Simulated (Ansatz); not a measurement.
Reading a saddle point

A first-order saddle point of H2OF, doublet, PBE0-D4/def2-TZVP, with one imaginary mode of 848i cm⁻¹:

```
atom    x (Å)    y (Å)    z (Å)
  H1  -0.4909  -0.1724  -0.1858
  F2  -0.9098   1.0449   0.0207
  O3   0.3087  -0.6624   0.2549
  H4   1.0919  -0.2101  -0.0897
```

Computed with Ansatz 0.2.0 (basis: def2-TZVPP and def2-QZVPP); correlated methods freeze the cores; orbitals are unrestricted. Extrapolation: Hartree–Fock as exp(−7.88 √X), correlation as X^−2.97.

(1) Which contacts change along the imaginary mode, and what lies on either side? (A judgement: the text doesn't fix the answer.)

(2) Which side is lower, and how far does the saddle lie above each? (To be estimated.)

No T1 diagnostic of these runs exceeds 0.056. ⟨S²⟩ of the unrestricted Hartree–Fock references: 0.76 to 0.77 (a pure state has 0.75). The T1 diagnostic is large here, which may signal multireference character or strong orbital relaxation, so CCSD(T) is less sure.

Results:

(1) The calculation gives: The step is HF + OH → H₂O + F, with the molecules in contact on both sides. Shortening one way: H1–O3; lengthening the same way: H1–F2.
```tsv
pair	one side (Å)	saddle (Å)	other side (Å)
H1–O3	1.77	1.04	0.96
H1–F2	0.93	1.30	2.11
```

(2) Computed: The side with H1–F2 short is lower by 0.832 eV; the saddle lies 1.093 eV above it and 0.260 eV above the other (CCSD(T) at an estimated basis limit (MP2 extrapolated from triple and quadruple zeta, plus CCSD(T) − MP2 in triple zeta); electronic energies).

For scale, one of the runs: CCSD(T)/def2-TZVPP, 90 basis functions, launched by `ansatz run in.yaml --threads 2 --pin off --events-out ev --progress --plain --max-ram 4352MiB`. The run took about 10 s on 2 CPU threads of an Arm Neoverse V1 (shared host).
